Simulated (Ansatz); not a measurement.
Start from Pt in the fcc (Cu type) structure (space group Fm-3m, No. 225).

```cif
data_Pt
_chemical_formula_sum 'Pt1'
_space_group_name_H-M_alt 'P 1'
_space_group_IT_number 1
_cell_length_a 2.77063
_cell_length_b 2.77063
_cell_length_c 2.77063
_cell_angle_alpha 60.000
_cell_angle_beta 60.000
_cell_angle_gamma 60.000
loop_
_space_group_symop_operation_xyz
  'x, y, z'
loop_
_atom_site_label
_atom_site_type_symbol
_atom_site_fract_x
_atom_site_fract_y
_atom_site_fract_z
_atom_site_occupancy
Pt1 Pt 0.00000 0.00000 0.00000 1
```

Calculations: PBEsol (Ansatz, a first-principles code, PAW, no SOC).

```csv
level,lattice parameter a
PBEsol,3.918 Å
```

From these computed values, estimate the measured ones, and say how each level misses.

Measured: lattice parameter a 3.913 Å (static lattice; corrected from measurement; as listed in Daniel Mejia-Rodriguez, S. B. Trickey, Phys. Rev. B (2018)). Computed minus measured — lattice parameter a: PBEsol +0.1 %.

Whether these cells are dynamically stable was not tested. All final runs are without spin polarisation. Pt lies near a magnetic instability that expansion can trigger; it was not tested.
